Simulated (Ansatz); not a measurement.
## Ansatz (development build ahead of 0.2.0) run

```yaml
crystal:
  periodic: [false, false, false]
  atoms:
    - { symbol: Cl, position_ang: [0.0, 0.0, 0.0] }
    - { symbol: B, position_ang: [0.0, 2.1382, 1.6407] }
    - { symbol: Mg, position_ang: [0.0, -2.7935, 2.1435] }
basis:
  gaussian: { orbitals: pcseg-2 }
magnetization:
  spin_polarized: true
  initial_magnetization: 2
hamiltonian:
  xc: pbe
```

The input is written out in the form of the current development build from the run's settings.

The run gave:

- Converged: yes
- Total energy: -684.60385 hartree
- Spin squared of the determinant: 2.004
- Stability test: minimum

Caution: other spin multiplicities may lie lower.
